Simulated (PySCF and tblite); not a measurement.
The numbers below are computed, except where a source is named.
C₅H₆O, numbered as in [CH2:1]=[CH:2][C:3](=[O:4])[CH:5]=[CH2:6].

Free energies: PBE0-D3(BJ)/def2-TZVP on PBE0-D3(BJ)/def2-SVP structures plus GFN2-xTB thermal terms, symmetry and mirror images included. Conformers within 3 kcal/mol (GFN2-xTB free energy) were kept, 8 at most. Couplings: B3LYP/pcJ-1 (gas phase; spin-dipole term only for pairs with B, N, F, Si or P). Couplings are for ¹³C, ¹H, ¹⁷O. Of two unlike H on one atom, a is the less shielded (KT3/pcSseg-2). Codes: tblite and PySCF.

Torsions listed: C1–C2–C3–O4, O4–C3–C5–C6. Of a mirror pair one member is shown.

```csv
conformer,shape,weight %
1,"-1°, -179°",51.9
2,"1°, 0°",40.8
3,"150°, 150°",7.3
```

Question: Give the couplings in each conformer and the averages at 298.15 K (pairs that fast motion interchanges averaged).

Answer: 
```json
{"coupling": "¹J(C1,C2)", "pairs": "2", "1": "73.9", "2": "75.3", "3": "71.5", "average (Hz)": "74.3"}
{"coupling": "³J(C1,O4)", "pairs": "2", "1": "-3.7", "2": "-3.4", "3": "-3.1", "average (Hz)": "-3.5"}
{"coupling": "¹J(C1,H1b)", "pairs": "2", "1": "170.5", "2": "170.0", "3": "169.9", "average (Hz)": "170.3"}
{"coupling": "¹J(C1,H1a)", "pairs": "2", "1": "169.0", "2": "172.4", "3": "168.6", "average (Hz)": "170.3"}
{"coupling": "²J(C1,H2)", "pairs": "2", "1": "0.0", "2": "0.0", "3": "-0.6", "average (Hz)": "-0.1"}
{"coupling": "⁴J(C1,H5)", "pairs": "2", "1": "1.1", "2": "0.5", "3": "-0.3", "average (Hz)": "0.7"}
{"coupling": "¹J(C2,C3)", "pairs": "2", "1": "57.9", "2": "57.6", "3": "56.8", "average (Hz)": "57.7"}
{"coupling": "²J(C2,O4)", "pairs": "2", "1": "-3.7", "2": "-2.3", "3": "-3.9", "average (Hz)": "-3.1"}
{"coupling": "²J(H1b,C2)", "pairs": "2", "1": "-0.1", "2": "0.4", "3": "-0.9", "average (Hz)": "0.1"}
{"coupling": "²J(H1a,C2)", "pairs": "2", "1": "-3.0", "2": "-3.7", "3": "-2.2", "average (Hz)": "-3.2"}
{"coupling": "¹J(C2,H2)", "pairs": "2", "1": "166.3", "2": "164.4", "3": "169.1", "average (Hz)": "165.8"}
{"coupling": "³J(C2,H5)", "pairs": "2", "1": "1.1", "2": "0.7", "3": "3.9", "average (Hz)": "1.2"}
{"coupling": "¹J(C3,O4)", "pairs": "1", "1": "33.0", "2": "33.4", "3": "33.0", "average (Hz)": "33.2"}
{"coupling": "³J(H1b,C3)", "pairs": "2", "1": "12.3", "2": "11.7", "3": "13.6", "average (Hz)": "12.2"}
{"coupling": "³J(H1a,C3)", "pairs": "2", "1": "7.0", "2": "7.3", "3": "7.1", "average (Hz)": "7.1"}
{"coupling": "²J(H2,C3)", "pairs": "2", "1": "4.1", "2": "7.8", "3": "1.6", "average (Hz)": "5.4"}
{"coupling": "³J(H2,O4)", "pairs": "2", "1": "-1.5", "2": "-1.6", "3": "-1.4", "average (Hz)": "-1.5"}
{"coupling": "²J(H1b,H1a)", "pairs": "2", "1": "1.9", "2": "3.0", "3": "1.9", "average (Hz)": "2.3"}
{"coupling": "³J(H1b,H2)", "pairs": "2", "1": "11.9", "2": "11.0", "3": "12.8", "average (Hz)": "11.6"}
{"coupling": "³J(H1a,H2)", "pairs": "2", "1": "19.0", "2": "18.1", "3": "19.9", "average (Hz)": "18.7"}
```

Thermal terms of a conformer that GFN2-xTB lacks, or places elsewhere, come from the nearest GFN2-xTB minimum; such a conformer stays in the set even outside the window.
